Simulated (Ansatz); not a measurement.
# doublet BS: levels of theory in one basis

```
atom   x (Å)   y (Å)   z (Å)
   B  0.0000  0.0000  0.0000
   S  0.0000  0.0000  1.5286
```

Basis set: def2-SVP (spherical functions). Left uncorrelated: 6 orbitals. Correlation on ROHF uses semicanonical orbitals with singles. Charge 0, multiplicity 2.

Computed with Ansatz (development build ahead of 0.2.0); each method stands on the lowest determinant of its kind that the runs found.

| method | E − E(ROHF) (eV) | <S²> of the determinant |
| --- | --- | --- |
| ROHF | 0.00 | – |
| UHF | -0.11 | 0.83 |
| ROHF-MP2 | -4.92 | – |
| UHF-MP2 | -4.90 | 0.83 |
| ROHF-CCSD(T) | -5.69 | – |
| UHF-CCSD(T) | -5.68 | 0.83 |
